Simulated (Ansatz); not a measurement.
# AlCl$_{3}$, singlet: reading a ladder of total energies

Geometry: MP2(full)/6-31G*, from the G2/97 set.

```yaml
atoms:
  - { symbol: Al, position_ang: [0.0000, 0.0000, 0.0000] }
  - { symbol: Cl, position_ang: [0.0000, 2.0690, 0.0000] }
  - { symbol: Cl, position_ang: [1.7918, -1.0345, 0.0000] }
  - { symbol: Cl, position_ang: [-1.7918, -1.0345, 0.0000] }
```

Basis 6-31G; Ansatz 0.2.0. Only valence electrons are correlated (noble-gas cores frozen), which leaves 24 electrons in 32 orbitals. Prefix R: restricted or restricted open-shell reference.

Full CI isn't at hand for all of this; RCCSDT(Q) serves as the reference, and is uncertain by about the last step of the cluster series.

Runs differ by some tens of microhartree through their thresholds, so steps under 0.03 kcal/mol mean nothing.

| level | total energy (hartree) |
| --- | --- |
| RHF | -1620.461442 |
| RMP2 | -1620.610813 |
| RCCSD | -1620.629173 |
| RCCSD(T) | -1620.633072 |
| RCCSDT | -1620.633597 |
| RCCSDT(Q) | -1620.633650 |

**Question.** What is the correlation energy at RCCSDT(Q), and what share of it do RMP2 and RCCSD(T) recover?

**Answer.** E(corr) = -1620.633650 − (-1620.461442) = -0.172208 hartree = -4.686 eV. RMP2: -0.149371 / -0.172208 = 86.74 %. RCCSD(T): -0.171630 / -0.172208 = 99.66 %.

**Question.** By how many kcal/mol does RCCSD(T) miss RCCSDT(Q) (1 hartree = 627.509 kcal/mol), and which steps make up the rest?

**Answer.** -1620.633072 − (-1620.633650) = 0.000578 hartree = 0.36 kcal/mol. Steps: RCCSDT − RCCSD(T) = -0.33, RCCSDT(Q) − RCCSDT = -0.03 kcal/mol. That is within 1 kcal/mol of the reference in this basis, which itself misses far more of the correlation at the basis-set limit.
